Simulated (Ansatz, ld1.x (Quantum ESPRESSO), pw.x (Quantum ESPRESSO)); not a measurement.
**palladium (Pd): one change to the PAW potential, in the atom and in the bcc crystal**

palladium (Pd), PAW, made with ld1.x (Quantum ESPRESSO) 7.5 (PBEsol, scalar-relativistic). Core [Ar] 3d10, reference 4s2 4p6 4d8 5s0 5p0 (charge +2). Waves: 4s (bound): rcut 1.20, rcutus 1.35 bohr; 5s (bound, empty): rcut 1.20, rcutus 1.35 bohr; 4p (bound): rcut 1.35, rcutus 1.55 bohr; 5p (bound, empty): rcut 1.35, rcutus 1.55 bohr; 4d (bound): rcut 1.20, rcutus 1.60 bohr; 4d channel at -1.35 Ry: rcut 1.20, rcutus 1.60 bohr. Local part: all-electron potential smoothed inside 1.30 bohr (lloc = -2). Core correction: Bessel-smoothed model core inside 1.15 bohr. Augmentation charge: BESSEL, radius 1.10 bohr.

Change: waves 4p (bound): rcut 1.32, rcutus 1.40 bohr; 5p (bound): rcut 1.32, rcutus 1.40 bohr.

Cutoffs, loose and tight: the cutoffs (Ry, on a coarse ladder) from which the occupation-weighted sum of valence levels, in a spherical-Bessel basis at the reference potential, stays within 10 and 1 mRy of its value at 400 Ry. They do not see the model core or the augmentation charge, which bear on the density cutoff. Test errors are all-electron minus pseudo excitation energies from the reference, over the configurations 4s2 4p6 4d10 5s0 5p0; 4s2 4p6 4d9 5s0 5p0; 4s2 4p6 4d7 5s0 5p0; 4s2 4p5 4d10 5s0 5p0; 4s2 4p6 4d9.5 5s0 5p0; 4s1 4p6 4d10 5s0 5p0; 4s2 4p6 4d9 5s0 5p1; variants that change the core or the reference have their own tests.

Crystal test: bcc Pd in pw.x 7.5, no spin, 15³ k-points, Fermi–Dirac smearing 0.01 Ry, cutoffs set for each file from its atomic test. The reference is all-electron LAPW (Ansatz 0.2.0) with the same functional, mesh and smearing; V0 and B0 come from Birch–Murnaghan fits to the pressures at five volumes. Errors are pseudo minus all-electron; Δ is the rms difference of the E(V) curves that follow from these fits, minima aligned, over ±6 % about the mean V0. Mesh and smearing are coarse, so the numbers serve the comparison and aren't converged zero-temperature values; the lattice is a test structure that the element need not adopt.

All-electron: a0 = 3.086 Å (V0 = 14.70 Å³/atom), B0 = 196.2 GPa.

**Question.** Does the change bring the crystal closer to the all-electron result?

**Answer.** The mean pressure error goes from +0.75 to +1.46 GPa, so the change moves the solid further from the all-electron pressures.

```json
{"quantity": "outcome (atom)", "base": "generated", "changed": "generated"}
{"quantity": "cutoff, loose (atom)", "base": "50 Ry", "changed": "55 Ry"}
{"quantity": "cutoff, tight (atom)", "base": "90 Ry", "changed": "100 Ry"}
{"quantity": "bound ghosts (atom)", "base": "none", "changed": "none"}
{"quantity": "largest test error (meV) (atom)", "base": "-34", "changed": "-35"}
{"quantity": "cutoffs in pw.x (Ry)", "base": "110/880", "changed": "120/900"}
{"quantity": "a0 (Å)", "base": "3.090", "changed": "3.094"}
{"quantity": "a0 error (%)", "base": "+0.13", "changed": "+0.25"}
{"quantity": "B0 error (%)", "base": "-0.9", "changed": "-2.2"}
{"quantity": "Δ (meV/atom)", "base": "2.4", "changed": "4.7"}
{"quantity": "mean pressure error (GPa)", "base": "+0.75", "changed": "+1.46"}
```

 The atomic cutoffs weigh occupied waves only.
